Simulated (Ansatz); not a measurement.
C2H6OS can be A, `CSCO`, or B, `COCS`.

Computed with Ansatz on PBE0-D4/def2-TZVP structures; ΔE is electronic, products minus reactants. CCSD(T)/CBS adds triple-zeta CCSD(T) − MP2 to the extrapolated MP2 energy (def2 sets, frozen cores). This one scheme is used for every species. Functionals use def2-TZVPP. B3LYP here is the variant with VWN-RPA as its local correlation; programs differ in this. One conformer a species, not always the lowest.

Question: Which isomer does CCSD(T)/CBS put lower? Give the gap. (Best estimate.)

Answer: Computed: A, by 9.7 kcal/mol.

Question: Give E(B) − E(A) in kcal/mol with r2SCAN-D4, B2PLYP, ωB97M-V, B3LYP, B3LYP-D4, CCSD(T)/def2-TZVPP, MP2/def2-TZVPP. (An estimate is asked.)

Answer: The calculation gave: r2SCAN-D4 9.1, B2PLYP 8.7, ωB97M-V 9.2, B3LYP 8.3, B3LYP-D4 8.3, CCSD(T)/def2-TZVPP 8.6, MP2/def2-TZVPP 9.9. None reverses the order clearly.

Largest T1 diagnostic: 0.011.

In def2-TZVPP, CCSD(T) changes the Hartree–Fock value by +1.2 kcal/mol (the triples alone add +0.1 kcal/mol) and MP2 by +2.5 kcal/mol.
